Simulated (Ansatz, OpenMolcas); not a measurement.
Heat of formation of CH2ClF (chlorofluoromethane) from total energies

CH2ClF: 5 atoms, total charge 0, spin state singlet. SMILES: `FCCl`. Geometry: relaxed at PBE0-D4/def2-TZVP.

Total energies at PBE/aug-cc-pVDZ (OpenMolcas 26.06); the atoms run unrestricted:

```tsv
species	state	energy (Eh)
CH2ClF	singlet	-599.031827
F	doublet	-99.639254
C	triplet	-37.791119
Cl	doublet	-459.952192
H	doublet	-0.499224
```

Harmonic wavenumbers at PBE0-D4/def2-TZVP, in cm⁻¹: 388, 770, 1010, 1112, 1259, 1375, 1499, 3095, 3171.

Measured heats of formation of the gaseous atoms at 298.15 K, in kJ/mol: F 79.4, C 716.9, Cl 121.3, H 218.0. Spin-orbit lowering of the atoms at 298 K (mean of the ground term's levels less their thermal mean, from spectra), in kJ/mol: F 1.29, C 0.02, Cl 3.44. Take 1 Eh = 2625.50 kJ/mol, 1 cm⁻¹ = 0.0119627 kJ/mol, RT = 2.479 kJ/mol.

**Question.** Work out the heat of formation of the gas at 298 K.

**Answer.** 
1. Electronic atomisation energy: (-99.639254) + (-37.791119) + (-459.952192) + 2 × (-0.499224) − (-599.031827) = 0.650814 Eh = 1708.7 kJ/mol.
2. Zero-point energy: half the sum of the wavenumbers, 6839.5 cm⁻¹ = 81.8 kJ/mol.
3. Thermal vibrational enthalpy, Σ hcν̃/(exp(hcν̃/kT) − 1): 1.3 kJ/mol. Translation, rotation and pV of a non-linear molecule: 4 RT = 9.9 kJ/mol.
4. The 5 free atoms carry 5/2 RT each: 31.0 kJ/mol.
5. Spin-orbit coupling lowers the free atoms by 1.29 + 0.02 + 3.44 = 4.8 kJ/mol.
6. Atomisation enthalpy at 298 K: 1708.7 − 4.8 − 81.8 − 1.3 − 9.9 + 31.0 = 1641.9 kJ/mol.
7. Sum of the atoms' heats of formation: 1353.6 kJ/mol. Heat of formation: 1353.6 − 1641.9 = -288.3 kJ/mol.

The tabulated value is -263.7 kJ/mol (Active Thermochemical Tables), so this level is off by -24.6 kJ/mol, or 1.5 % of the atomisation enthalpy. Gradient-corrected functionals often overbind somewhat. Anharmonicity and any spin-orbit splitting of the molecule are left out.
